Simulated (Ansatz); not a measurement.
Geometry optimisation, RKS r2SCAN/STO-3G in Ansatz.

input.yaml

```yaml
crystal:
  periodic: [false, false, false]
  atoms:
    - { symbol: C, position_ang: [-0.8455, -0.6661, 1.1377] }
    - { symbol: "N", position_ang: [0.3281, -0.0482, 0.5866] }
    - { symbol: C, position_ang: [0.1782, 0.2273, -0.8386] }
    - { symbol: O, position_ang: [0.258, -0.9835, -1.5207] }
    - { symbol: S, position_ang: [1.645, 1.1774, -1.373] }
    - { symbol: H, position_ang: [-1.7492, 0.0646, 0.9865] }
    - { symbol: H, position_ang: [-0.7451, -0.7868, 2.2046] }
    - { symbol: H, position_ang: [-1.0815, -1.5733, 0.6634] }
    - { symbol: H, position_ang: [0.523, 0.8515, 1.1032] }
    - { symbol: H, position_ang: [-0.6889, 0.7994, -1.0409] }
    - { symbol: H, position_ang: [0.9538, -1.4491, -1.1383] }
    - { symbol: H, position_ang: [1.3011, 2.3318, -0.7366] }
basis:
  gaussian: { orbitals: STO-3G }
hamiltonian:
  xc: r2scan
relax:
  f_tol: 0.02
  max_steps: 40
scf:
  lower_state_search: "off"
output:
  orbitals: {}
```

Command:

```bash
$ ansatz run input.yaml --threads 1 --pin off --max-ram 2048MiB --backend cpu --events-out ev --progress --plain --runs-dir out
```

Q: Where does it end, and by what steps?

A: The forces met the threshold. Limits of this set-up: minimal basis. After 21 steps the energy has fallen by 1.183 eV; H12 moved furthest, 1.35 Å.

```tsv
step	energy less start (eV)	largest force component (eV/Å)	accepted
0	0.0000	6.602	yes
1	-0.9800	1.132	yes
2	-1.0554	0.328	yes
3	-1.0664	0.182	yes
4	-1.0708	0.067	yes
5	-1.0738	0.125	yes
6	-1.0750	0.435	yes
7	-1.0799	0.203	yes
8	-1.0856	0.252	yes
9	-1.0807	0.827	no
10	-1.0923	0.203	yes
11	-1.1006	0.172	yes
12	-1.1086	0.529	yes
13	-1.1194	0.695	yes
14	-1.1389	0.524	yes
15	-1.1716	0.357	yes
16	-1.1704	0.403	no
17	-1.1799	0.099	yes
18	-1.1820	0.131	yes
19	-1.1829	0.045	yes
20	-1.1829	0.023	yes
21	-1.1831	0.010	yes
```

```xyz
12
Properties=species:S:1:pos:R:3
C -0.925 -0.726 1.190
N 0.416 -0.157 0.774
C 0.282 0.388 -0.645
O 0.165 -0.734 -1.554
S 1.774 1.468 -0.898
H -1.749 0.016 1.174
H -0.834 -1.138 2.208
H -1.178 -1.541 0.492
H 0.556 0.701 1.383
H -0.652 0.983 -0.815
H 0.945 -1.317 -1.230
H 1.277 2.002 -2.045
```

The run took 110 s on 1 thread of Arm Neoverse N1 (shared host), peak memory 0.14 GiB.
